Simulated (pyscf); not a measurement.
CH₄ (SMILES C) + F–InH₂ (SMILES [F][InH2]) → H₃C–F (SMILES CF) + InH₃ (SMILES [InH3]), a four-centre exchange (singlet surface; C–H, F–In broken, C–F, H–In formed). Optimised with ωB97X-D3(BJ)/def2-SVP in PySCF. MP2 and CC: frozen core, UHF for open shells. ΔMP2 is the change of the MP2 total energy from the triple- to the quadruple-zeta basis. Energies in eV from the separated reactants.

Small-basis levels: PySCF, no dispersion term, spherical d functions. AM1 to PM7: differences of heats of formation from MOPAC, which are fitted to 298 K values and so differ in kind from electronic energies by zero-point and thermal terms. GFN2-xTB: tblite. Cost: rough CPU time at the saddle relative to B3LYP/6-31G*+LANL2DZ, from one job on a shared machine.

```csv
level,barrier,reaction energy,cost
SVWN5/6-31G*+LANL2DZ,3.89,+1.91,0.9
BP86/6-31G*+LANL2DZ,4.13,+2.03,1
PBE/6-31G*+LANL2DZ,4.09,+2.03,2
B3LYP/6-31G*+LANL2DZ,4.44,+2.06,1
PBE/def2-SVP,3.99,+1.71,3
GFN2-xTB,3.87,+1.93,under 0.02
AM1,3.65,-0.21,under 0.02
PM3,3.79,+0.99,under 0.02
PM7,6.36,+2.74,under 0.02
CCSD(T)/def2-TZVPP + ΔMP2(QZVPP),4.49,+1.90,–
```

Against the last row the barrier runs from -0.84 (AM1) to +1.87 eV (PM7). CCSD(T)/def2-TZVPP + ΔMP2(QZVPP) has limits of its own. On the reactant side the descent ends in a complex (not fully relaxed), 0.19 eV under the separated species and 4.72 eV under the saddle at ωB97X-D3(BJ)/def2-TZVP. On the product side the descent ends in an adduct with a F–In contact (not fully relaxed), 0.38 eV under the separated species and 3.07 eV under the saddle at ωB97X-D3(BJ)/def2-TZVP. What is counted as broken (F–In) persists as a longer contact in the product adduct; parting that adduct is a step of its own. The same reactants have a lower exit, to H₃C–InH₂ + HF (barrier +1.31 eV at ωB97M-D3(BJ)/def2-TZVP, against +4.53 eV here). This is the saddle that the search found; another between the same sides may lie lower. The CCSD(T) − MP2 part came from Ansatz, without density fitting, on the same reference. The largest closed-shell T1 diagnostic is 0.031, which may signal static correlation. The frozen core leaves the outer d or s,p core shells of the metals and heavy elements correlated in the MP2 and CC values, and def2-TZVPP describes them poorly, which can shift differences by a few kcal/mol. In the def2 sets elements past Kr carry core potentials, without spin-orbit coupling.
